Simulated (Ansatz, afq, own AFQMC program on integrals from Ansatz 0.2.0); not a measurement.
**CH₄, singlet: AFQMC among the cluster methods**

```xyz
5

C     0.0247    0.0245   -0.0246
H     0.6527    0.6545    0.6047
H    -0.9995   -0.9919    0.9954
H    -0.6019    0.6526   -0.6571
H     0.6548   -0.6070   -0.6502
```

Basis 6-31G. Only valence electrons are correlated. Ansatz 0.2.0 and our own AFQMC program on the same integrals; the CISD trial comes from CCSD amplitudes, and released means the phaseless constraint is let go. ± is one standard error of the sampling.

Determinant: RHF, the one that the program's search chose, which needn't be the lowest solution. The geometry is a point of a scan.

Full CI on the same integrals is exact in this basis and with this determinant's frozen core.

Cautions: higher spins were not checked; restricted determinant unstable towards unrestricted (UHF 106 meV lower, ⟨S²⟩ 0.31).

```
T1 diagnostic                               : 0.0137
weight of the determinant in the CISD state : 0.903
size of the correlated space                : 8 electrons in 16 orbitals
```

Reference: full CI, correlation energy -3.885 eV. The released energy is read at 2.40 1/Eh (meV from the phaseless value at times in 1/Eh: 0 ± 3 at 0.24, -0.8 ± 2.5 at 0.51, -0.7 ± 1.4 at 0.99, -1.9 ± 2.0 at 1.62, -4.7 ± 1.9 at 2.40).

```json
{"level": "HF", "E − E(reference) (meV)": "3884.7", "share of correlation (%)": "0.00"}
{"level": "MP2", "E − E(reference) (meV)": "878.6", "share of correlation (%)": "77.38"}
{"level": "CCSD", "E − E(reference) (meV)": "97.0", "share of correlation (%)": "97.50"}
{"level": "CCSD(T)", "E − E(reference) (meV)": "11.6", "share of correlation (%)": "99.70"}
{"level": "CCSDT", "E − E(reference) (meV)": "2.5", "share of correlation (%)": "99.94"}
{"level": "CCSDT(Q)", "E − E(reference) (meV)": "0.2", "share of correlation (%)": "100.00"}
{"level": "CCSDTQ", "E − E(reference) (meV)": "0.5", "share of correlation (%)": "99.99"}
{"level": "ph-AFQMC/HF", "E − E(reference) (meV)": "79.7 ± 45.9", "share of correlation (%)": "97.95"}
{"level": "ph-AFQMC/CISD", "E − E(reference) (meV)": "5.6 ± 3.0", "share of correlation (%)": "99.86"}
{"level": "released AFQMC", "E − E(reference) (meV)": "0.8 ± 1.9", "share of correlation (%)": "99.98"}
```

CCSDT and higher add their correlation energy to the determinant of the CCSD(T) run, since their own runs factorise the integrals more tightly (a shift of under 2 meV). A walk keeps the symmetry of its determinant, which the program's search chose and which needn't be the lowest solution, so a lower state of the same spin and another symmetry isn't excluded. Released energies are given only where the last usable release times agree within the noise; a slower fall can still hide under it.
